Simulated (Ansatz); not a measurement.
**BH3: two geometries relaxed**

Aim: relax the geometries before and after the reaction (reductive elimination), and see whether they are two minima and how far apart in energy. Meant to form: H2–H3; to break: B1–H2, B1–H3. The start is a guess near the saddle point, from which both ends are pulled out.

Program: Ansatz 0.2.0. Level of theory: RKS PBE0-D4/def2-SVP. These are calculated values, not measurements.

## Step 1: The structure to begin with

Bond lengths: B1–H4 1.190 Å.

As a file:

```xyz
4

B     0.0000    0.0000    0.0000
H     0.8690    0.0000    1.0849
H     1.3740    0.0000    0.2102
H    -1.0305    0.0000   -0.5950
```

## Step 2: Pulling towards end A

Springs on the bonds that form and break draw the guess towards this end; the thresholds are loose.

Input file input.yaml:

```yaml
crystal:
  periodic: [false, false, false]
  atoms:
    - { symbol: B, position_ang: [0.0, 0.0, 0.0] }
    - { symbol: H, position_ang: [0.869, 0.0, 1.0849] }
    - { symbol: H, position_ang: [1.374, 0.0, 0.2102] }
    - { symbol: H, position_ang: [-1.0305, 0.0, -0.595] }
basis:
  gaussian: { orbitals: def2-SVP }
hamiltonian:
  xc: pbe0
  dispersion: d4
relax:
  f_tol: 0.15
  max_steps: 25
  restrain:
    - { distance: [1, 2], at: 1.86, k: 30.0 }
    - { distance: [0, 1], at: 1.19, k: 30.0 }
    - { distance: [0, 2], at: 1.19, k: 30.0 }
```

Command:

```bash
$ ansatz run input.yaml --threads 1 --pin off --max-ram 2048MiB --backend cpu --events-out ev --progress --plain --runs-dir out
```

Standard output, cut to the lines that bear on the results:

```text
Warning: RAYON_NUM_THREADS=1 ignored (pool sized by the plan → 1); use --threads N
[...]
Functional definition: PBE0
[...]
331 factors; integrals over basis functions are off by at most 2.4e-4 eV
[...]
mean field -718.05263646 eV, -26.3879476765 hartree, gradient 8.0e-5 eV, S^2 0.000000; 0 other end points of the search recorded, 0 dependent functions left out
[...]
reference -718.05265535 eV, -26.3879483707 hartree; 4, 4 occupied and 25, 25 virtual orbitals, 331 factors
relax step   1: F+E_penalty+E_count = -718.06894666 eV  Δ(F+E_penalty+E_count) = +0.000e0 eV  max|allowed force component| = 5.071e0 eV/Å  E_restraint = 12.03724598 eV  max|allowed force component, restraints' pulls added| = 2.741e1 eV/Å  Δτ_max = 0.0000 Å  (22 SCF iters, accepted)
[...]
relax step   4: F+E_penalty+E_count = -721.90057996 eV  Δ(F+E_penalty+E_count) = -4.686e-1 eV  max|allowed force component| = 1.410e0 eV/Å  E_restraint = 0.01218285 eV  max|allowed force component, restraints' pulls added| = 1.954e0 eV/Å  Δτ_max = 0.1222 Å  (22 SCF iters, accepted)
[...]
relax step   5: F+E_penalty+E_count = -721.96446071 eV  Δ(F+E_penalty+E_count) = -6.388e-2 eV  max|allowed force component| = 9.105e-1 eV/Å  E_restraint = 0.02479083 eV  max|allowed force component, restraints' pulls added| = 9.288e-2 eV/Å  Δτ_max = 0.0309 Å  (20 SCF iters, accepted)
  distance H 1 - H 2 = 1.8996 Å
  distance B 0 - H 1 = 1.1836 Å
  distance B 0 - H 2 = 1.1836 Å
331 factors; integrals over basis functions are off by at most 1.0e-3 eV
mean field -721.95093524 eV, -26.5312075141 hartree, gradient 1.8e-5 eV, S^2 0.000000; 1 other end points of the search recorded, 0 dependent functions left out
[...]
reference -721.95095487 eV, -26.5312082354 hartree; 4, 4 occupied and 25, 25 virtual orbitals, 331 factors
Total energy: -721.96448033 eV, -26.5317052872 hartree
Atom 0 at     0.257942     0.000000     0.148937 Å, force     0.222423    -0.000000     0.128416 eV/Å
Atom 1 at     0.394653    -0.000000     1.324650 Å, force    -0.619854     0.000000     0.747406 eV/Å
Atom 2 at     1.344521    -0.000000    -0.320464 Å, force     0.337395     0.000000    -0.910490 eV/Å
Atom 3 at    -0.784616    -0.000000    -0.453023 Å, force     0.060037    -0.000000     0.034668 eV/Å
Dipole moment:    -0.010529     0.000000    -0.006079 e Å
```

Run time: 1.6 s. Hardware: 1 thread of Arm Neoverse V2, shared host; peak memory 0.08 GiB.

Relaxation path:

```
step  energy from step 1 (eV)  largest force component (eV/Å)
   1                   0.0000                          5.0709
   2                  -1.8669                          3.6456
   3                  -3.3630                          2.6991
   4                  -3.8316                          1.4096
   5                  -3.8955                          0.9105
```

Step 1 is the start. Energies and forces in the table leave out the springs, which the log lists apart; the run stops on the force with the springs' pull added.

After: Bond lengths: B1–H2 1.184 Å, B1–H3 1.184 Å, B1–H4 1.204 Å. Angles: H2–B1–H3 106.7°, H2–B1–H4 126.6°, H3–B1–H4 126.6°.

Pairs that crossed the distance rule for bonds on the way: came closer B1–H2, B1–H3.

## Step 3: End point A

It starts where the restrained run ended.

Input file input.yaml:

```yaml
crystal:
  periodic: [false, false, false]
  atoms:
    - { symbol: B, position_ang: [0.257942, 0.0, 0.148937] }
    - { symbol: H, position_ang: [0.394653, 0.0, 1.32465] }
    - { symbol: H, position_ang: [1.344521, 0.0, -0.320464] }
    - { symbol: H, position_ang: [-0.784616, 0.0, -0.453023] }
basis:
  gaussian: { orbitals: def2-SVP }
hamiltonian:
  xc: pbe0
  dispersion: d4
relax:
  f_tol: 0.03
  max_steps: 50
```

Command:

```bash
$ ansatz run input.yaml --threads 1 --pin off --max-ram 2048MiB --backend cpu --events-out ev --progress --plain --runs-dir out
```

Standard output, cut to the lines that bear on the results:

```text
Warning: RAYON_NUM_THREADS=1 ignored (pool sized by the plan → 1); use --threads N
[...]
[... 1 set-up line as earlier in the session ...]
[...]
326 factors; integrals over basis functions are off by at most 4.6e-4 eV
[...]
mean field -721.95093528 eV, -26.5312075155 hartree, gradient 3.2e-5 eV, S^2 0.000000; 0 other end points of the search recorded, 0 dependent functions left out
[...]
reference -721.95095490 eV, -26.5312082368 hartree; 4, 4 occupied and 25, 25 virtual orbitals, 326 factors
relax step   1: F+E_penalty+E_count = -721.96446075 eV  Δ(F+E_penalty+E_count) = +0.000e0 eV  max|allowed force component| = 9.105e-1 eV/Å  Δτ_max = 0.0000 Å  (20 SCF iters, accepted)
[...]
relax step   2: F+E_penalty+E_count = -722.07012538 eV  Δ(F+E_penalty+E_count) = -1.057e-1 eV  max|allowed force component| = 2.707e-1 eV/Å  Δτ_max = 0.0930 Å  (20 SCF iters, accepted)
[...]
relax step   3: F+E_penalty+E_count = -722.07321373 eV  Δ(F+E_penalty+E_count) = -3.088e-3 eV  max|allowed force component| = 1.237e-2 eV/Å  Δτ_max = 0.0166 Å  (19 SCF iters, accepted)
326 factors; integrals over basis functions are off by at most 5.1e-4 eV
[...]
mean field -722.05968172 eV, -26.5352038737 hartree, gradient 3.0e-5 eV, S^2 0.000000; 1 other end points of the search recorded, 0 dependent functions left out
[...]
reference -722.05970114 eV, -26.5352045874 hartree; 4, 4 occupied and 25, 25 virtual orbitals, 326 factors
Total energy: -722.07323315 eV, -26.5357018793 hartree
Atom 0 at     0.303889     0.000000     0.175466 Å, force    -0.012370     0.000000    -0.007142 eV/Å
Atom 1 at     0.301857    -0.000000     1.382132 Å, force     0.009000    -0.000000    -0.005868 eV/Å
Atom 2 at     1.347910    -0.000000    -0.429568 Å, force    -0.000582    -0.000000     0.010728 eV/Å
Atom 3 at    -0.741157    -0.000000    -0.427930 Å, force     0.003952    -0.000000     0.002282 eV/Å
Dipole moment:     0.000251    -0.000000     0.000145 e Å
```

Wall time 1 s (1 thread of Arm Neoverse V2, shared host); peak memory 0.08 GiB.

Relaxation path:

```
step  energy from step 1 (eV)  largest force component (eV/Å)
   1                   0.0000                          0.9105
   2                  -0.1057                          0.2707
   3                  -0.1088                          0.0124
```

Step 1 is the start.

After: Bond lengths: B1–H2 1.207 Å, B1–H3 1.207 Å, B1–H4 1.207 Å. Angles: H2–B1–H3 120.2°, H2–B1–H4 119.9°, H3–B1–H4 119.9°.

## Step 4: Pulling towards end B

Springs on the bonds that form and break draw the guess towards this end; the thresholds are loose.

Input file input.yaml:

```yaml
crystal:
  periodic: [false, false, false]
  atoms:
    - { symbol: B, position_ang: [0.0, 0.0, 0.0] }
    - { symbol: H, position_ang: [0.869, 0.0, 1.0849] }
    - { symbol: H, position_ang: [1.374, 0.0, 0.2102] }
    - { symbol: H, position_ang: [-1.0305, 0.0, -0.595] }
basis:
  gaussian: { orbitals: def2-SVP }
hamiltonian:
  xc: pbe0
  dispersion: d4
relax:
  f_tol: 0.15
  max_steps: 25
  restrain:
    - { distance: [1, 2], at: 0.66, k: 30.0 }
    - { distance: [0, 1], at: 2.39, k: 30.0 }
    - { distance: [0, 2], at: 2.39, k: 30.0 }
output:
  orbitals: {}
```

Command:

```bash
$ ansatz run input.yaml --threads 1 --pin off --max-ram 2048MiB --backend cpu --events-out ev --progress --plain --runs-dir out
```

Standard output, cut to the lines that bear on the results:

```text
Warning: RAYON_NUM_THREADS=1 ignored (pool sized by the plan → 1); use --threads N
[...]
[... 1 set-up line as earlier in the session ...]
[...]
331 factors; integrals over basis functions are off by at most 2.4e-4 eV
[...]
mean field -718.05263646 eV, -26.3879476765 hartree, gradient 8.0e-5 eV, S^2 0.000000; 0 other end points of the search recorded, 0 dependent functions left out
[...]
reference -718.05265535 eV, -26.3879483707 hartree; 4, 4 occupied and 25, 25 virtual orbitals, 331 factors
relax step   1: F+E_penalty+E_count = -718.06894666 eV  Δ(F+E_penalty+E_count) = +0.000e0 eV  max|allowed force component| = 5.071e0 eV/Å  E_restraint = 31.83731695 eV  max|allowed force component, restraints' pulls added| = 4.334e1 eV/Å  Δτ_max = 0.0000 Å  (22 SCF iters, accepted)
[...]
  distance H 1 - H 2 = 0.7208 Å
  distance B 0 - H 1 = 2.3869 Å
  distance B 0 - H 2 = 2.3913 Å
331 factors; integrals over basis functions are off by at most 6.9e-4 eV
mean field -717.90363908 eV, -26.3824721237 hartree, gradient 5.7e-6 eV, S^2 0.000000; 1 other end points of the search recorded, 0 dependent functions left out
[...]
reference -717.90365855 eV, -26.3824728390 hartree; 4, 4 occupied and 25, 25 virtual orbitals, 331 factors
Total energy: -717.92241682 eV, -26.3831621927 hartree
Atom 0 at    -0.972724    -0.000007     0.319074 Å, force     0.063418     0.000005     0.026342 eV/Å
Atom 1 at     1.321146     0.000013     0.978805 Å, force    -0.349051     0.000058     1.802225 eV/Å
Atom 2 at     1.417950    -0.000013     0.264575 Å, force     0.284791    -0.000058    -1.833314 eV/Å
Atom 3 at    -0.553872     0.000007    -0.862355 Å, force     0.000842    -0.000005     0.004746 eV/Å
Dipole moment:     0.192987     0.000004    -0.277327 e Å
```

It took 3.5 s on 1 thread of Arm Neoverse V2, shared host; peak memory 0.081 GiB.

The steps of the relaxation:

```
step  energy from step 1 (eV)  largest force component (eV/Å)
   1                   0.0000                          5.0709
   2                   2.5016                         10.7088
   3                   4.8877                         10.4235
   4                   1.3046                          3.8143
   5                   1.0713                          6.8687
   6                   0.7348                          2.6463
   7                   0.6003                          1.6828
   8                   0.4704                          1.6534
   9                   0.3120                          1.7838
  10                   0.2069                          1.8015
  11                   0.1496                          1.8032
  12                   0.1465                          1.8333
```

Step 1 is the start. Energies and forces in the table leave out the springs, which the log lists apart; the run stops on the force with the springs' pull added.

After: Bond lengths: H2–H3 0.721 Å, B1–H4 1.253 Å.

Pairs that crossed the distance rule for bonds on the way: came closer H2–H3.

## Step 5: Relaxing end B

It starts where the restrained run ended.

Input file input.yaml:

```yaml
crystal:
  periodic: [false, false, false]
  atoms:
    - { symbol: B, position_ang: [-0.972724, -7.0e-06, 0.319074] }
    - { symbol: H, position_ang: [1.321146, 1.3e-05, 0.978805] }
    - { symbol: H, position_ang: [1.41795, -1.3e-05, 0.264575] }
    - { symbol: H, position_ang: [-0.553872, 7.0e-06, -0.862355] }
basis:
  gaussian: { orbitals: def2-SVP }
hamiltonian:
  xc: pbe0
  dispersion: d4
relax:
  f_tol: 0.03
  max_steps: 50
output:
  orbitals: {}
```

Command:

```bash
$ ansatz run input.yaml --threads 1 --pin off --max-ram 2048MiB --backend cpu --events-out ev --progress --plain --runs-dir out
```

Standard output, cut to the lines that bear on the results:

```text
Warning: RAYON_NUM_THREADS=1 ignored (pool sized by the plan → 1); use --threads N
[...]
[... 1 set-up line as earlier in the session ...]
[...]
324 factors; integrals over basis functions are off by at most 4.0e-4 eV
[...]
mean field -717.90364252 eV, -26.3824722502 hartree, gradient 3.4e-5 eV, S^2 0.000000; 0 other end points of the search recorded, 0 dependent functions left out
[...]
reference -717.90366183 eV, -26.3824729598 hartree; 4, 4 occupied and 25, 25 virtual orbitals, 324 factors
relax step   1: F+E_penalty+E_count = -717.92240079 eV  Δ(F+E_penalty+E_count) = +0.000e0 eV  max|allowed force component| = 1.833e0 eV/Å  Δτ_max = 0.0000 Å  (18 SCF iters, accepted)
[...]
relax step   4: F+E_penalty+E_count = -718.15444137 eV  Δ(F+E_penalty+E_count) = -7.761e-2 eV  max|allowed force component| = 5.842e-1 eV/Å  Δτ_max = 0.1149 Å  (22 SCF iters, accepted)
[...]
relax step  14: F+E_penalty+E_count = -722.07323408 eV  Δ(F+E_penalty+E_count) = -1.120e-4 eV  max|allowed force component| = 3.189e-4 eV/Å  Δτ_max = 0.0033 Å  (16 SCF iters, accepted)
324 factors; integrals over basis functions are off by at most 1.3e-3 eV
mean field -722.05970226 eV, -26.5352046284 hartree, gradient 2.2e-5 eV, S^2 0.000000; 1 other end points of the search recorded, 0 dependent functions left out
[...]
reference -722.05972152 eV, -26.5352053363 hartree; 4, 4 occupied and 25, 25 virtual orbitals, 324 factors
Total energy: -722.07325334 eV, -26.5357026215 hartree
Atom 0 at     0.303119    -0.000018     0.175024 Å, force     0.000119     0.000272     0.000121 eV/Å
Atom 1 at     0.214960    -0.000044     1.378275 Å, force    -0.000042    -0.000091    -0.000319 eV/Å
Atom 2 at     1.389248     0.000090    -0.350235 Å, force    -0.000189    -0.000091     0.000068 eV/Å
Atom 3 at    -0.694828    -0.000028    -0.502965 Å, force     0.000112    -0.000091     0.000130 eV/Å
Dipole moment:    -0.000002    -0.000012    -0.000000 e Å
```

Run time: 3.9 s. Hardware: 1 thread of Arm Neoverse V2, shared host; peak memory 0.08 GiB.

Relaxation path:

```
step  energy from step 1 (eV)  largest force component (eV/Å)
   1                   0.0000                          1.8333
   2                  -0.0670                          0.5430
   3                  -0.1544                          0.3180
   4                  -0.2320                          0.5842
   5                  -0.2761                          0.5742
   6                  -0.4713                          1.8831
   7                  -0.5801                          3.9765
   8                  -1.4241                          3.8921
   9                  -2.5763                          2.2287
  10                  -3.3729                          3.0006
  11                  -4.0814                          0.8573
  12                  -4.1506                          0.0779
  13                  -4.1507                          0.0493
  14                  -4.1508                          0.0003
```

Step 1 is the start.

After: Bond lengths: B1–H2 1.206 Å, B1–H3 1.206 Å, B1–H4 1.206 Å. Angles: H2–B1–H3 120.0°, H2–B1–H4 120.0°, H3–B1–H4 120.0°.

Pairs that crossed the distance rule for bonds on the way: came closer B1–H2, B1–H3; moved apart H2–H3.

## Step 6: Outcome

| quantity | value |
| --- | --- |
| end A | 2 moves, 0.109 eV lower |
| end B | 13 moves, 4.151 eV lower |
| largest difference between the ends | 0.00 Å |
| end B relative to end A | -0.000 eV |

What this shows: The two relaxations end at one structure, within 0.00 Å: no second minimum was found from this start, which doesn't rule one out.
